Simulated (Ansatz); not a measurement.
## [Cl···H···Si], triplet in cc-pVTZ: errors against UCCSDT(Q)

Geometry: a point of a hydrogen-transfer path between rigid fragments, not a stationary point.

```xyz
3

Cl    0.0000    0.0000   -1.8613
H     0.0000    0.0000    0.2107
Si    0.0000    0.0000    1.6507
```

Basis cc-pVTZ; Ansatz 0.2.0. Only valence electrons are correlated (noble-gas cores frozen), which leaves 12 electrons in 72 orbitals. Prefix R: restricted or restricted open-shell reference; prefix U: unrestricted. Active spaces: pair = (4e, 4o) about the gap; valence = (12e, 9o) chosen from the atoms' valence shells.

Full CI isn't at hand for all of this; UCCSDT(Q) serves as the reference, and is uncertain by about the last step of the cluster series. The frozen core follows each run's orbitals, which can shift R against U totals by a few meV.

The UHF ⟨S²⟩ is 2.033. The T1 diagnostic (RCCSD) is 0.0320 and the largest doubles amplitude (RCCSD) is 0.073. The T1 diagnostic (UCCSD) is 0.0278.

```csv
level,E − E(UCCSDT(Q)) (meV),share of correlation (%),wall time
RHF,8682,0.00,–
UHF,8400,3.25,–
RMP2,1526,82.42,–
UMP2,1577,81.84,–
RCCSD,352,95.95,–
UCCSD,343,96.05,–
RCCSD(T),57,99.34,17 s
UCCSD(T),58,99.33,38 s
BCCD(T),56,99.36,5.5 s (H100)
RCCSDT,14,99.84,–
UCCSDT,12,99.86,–
RCCSDT(Q),2,99.98,28 s (H100)
CASSCF (valence space),7760,10.62,–
NEVPT2 (valence space),2001,76.96,8 s
MRCISD (valence space),943,89.14,–
MRCISD+Q (valence space),203,97.66,4.2 s (H100)
```

The correlation energy at UCCSDT(Q), counted from RHF, is -8.682 eV. That run took 30 s on 2 threads of AMD EPYC 7R13 with a shared H100 80 GB, shared host.

Run but not shown, since their state or frozen core can't be matched to the reference's or they repeat it: CASSCF (pair space), NEVPT2 (pair space).

Times hold each run's SCF and search for its determinant on a shared host, so for small cases they say little of a method's own cost; rows without a card ran on 1 thread of AMD EPYC 7R13.

Natural occupations of CASSCF (valence space) about the gap: 2.000 2.000 1.982 1.929 1.000 0.999 0.067 0.024; effectively unpaired electrons, Σ n²(2−n)², 2.04.
